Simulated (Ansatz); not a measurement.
**C₂H₆ (singlet): wave-function methods side by side, 6-31G***

An exercise on one series of results from a longer session: the logs are not shown, and one member is left open.

Program: Ansatz 0.2.0, Gaussian basis. Level of theory: 6-31G*, core rule «outside noble gas», up to 2 orbitals frozen. These are calculated values, not measurements.

The runs, in order: UHF; CCSD(T) on RHF; BCCD(T) on RHF; CISD; CCSDT(Q) on RHF; CCSDTQ on RHF; CASSCF and MRCISD+Q, 8 electrons in 8 orbitals; CASSCF and NEVPT2, 8 electrons in 8 orbitals.

17 further runs of the same task are left out: 17 set aside as unsound or not needed.

### The system

The geometry is an MP2(full)/6-31G* stationary point (not a proven minimum).

8 atoms, charge 0, spin multiplicity 1.

Atoms are counted from 1 here; the program's logs count them from 0.

Bond lengths: C1–C2 1.524 Å, C1–H3 1.093 Å, C1–H4 1.093 Å, C1–H5 1.093 Å, C2–H6 1.093 Å, C2–H7 1.093 Å, C2–H8 1.093 Å. Angles: C2–C1–H3 111.2°, C2–C1–H4 111.2°, C2–C1–H5 111.2°, H3–C1–H4 107.7°, H3–C1–H5 107.7°, H4–C1–H5 107.7°, C1–C2–H6 111.2°, C1–C2–H7 111.2°, C1–C2–H8 111.2°, H6–C2–H7 107.7°, H6–C2–H8 107.7°, H7–C2–H8 107.7°.

Set-up of the first run:

Contents of in.yaml:

```yaml
crystal:
  periodic: [false, false, false]
  atoms:
    - {symbol: C, position_ang: [0.000000, 0.000000, 0.762209]}
    - {symbol: C, position_ang: [0.000000, 0.000000, -0.762209]}
    - {symbol: H, position_ang: [0.000000, 1.018957, 1.157229]}
    - {symbol: H, position_ang: [-0.882443, -0.509479, 1.157229]}
    - {symbol: H, position_ang: [0.882443, -0.509479, 1.157229]}
    - {symbol: H, position_ang: [0.000000, -1.018957, -1.157229]}
    - {symbol: H, position_ang: [-0.882443, 0.509479, -1.157229]}
    - {symbol: H, position_ang: [0.882443, 0.509479, -1.157229]}
basis:
  gaussian: {orbitals: "6-31G*"}
magnetization: {spin_polarized: true, initial_magnetization: 0}
hamiltonian: {xc: hf}
output: {orbitals: {seedname: orbitals}}
```

Run with:

```console
ansatz run in.yaml --threads 1 --pin off --events-out ev --progress --plain --max-ram 3328MiB --backend cpu
```

Steps of the session up to this table: UHF; CCSD(T) on RHF; BCCD(T) on RHF; CISD; CCSDT(Q) on RHF; CCSDTQ on RHF; CASSCF and MRCISD+Q, 8 electrons in 8 orbitals; CASSCF and NEVPT2, 8 electrons in 8 orbitals.

One table of the session follows, with a row left open; its other results are not shown here.

| method | from RCCSDTQ (kJ/mol) |
| --- | --- |
| RHF | +805.2 |
| RMP2 | +106.3 |
| CISD | +81.6 |
| RCCSD | +20.5 |
| RCCSD(T) | +2.2 |
| BCCD(T) | +2.1 |
| RCCSDT | +0.6 |
| RCCSDT(Q) | 0.0 |
| RCCSDTQ | 0 |
| CASSCF frontier | +608.4 |
| NEVPT2 frontier | +110.4 |
| MRCISD frontier | ? |
| MRCISD+Q frontier | +5.0 |

Q: Estimate the row for MRCISD frontier from the others.

As computed: from RCCSDTQ (kJ/mol): +47.8. In the column «from RCCSDTQ (kJ/mol)» it lies between RCCSD (+20.5) and CISD (+81.6).
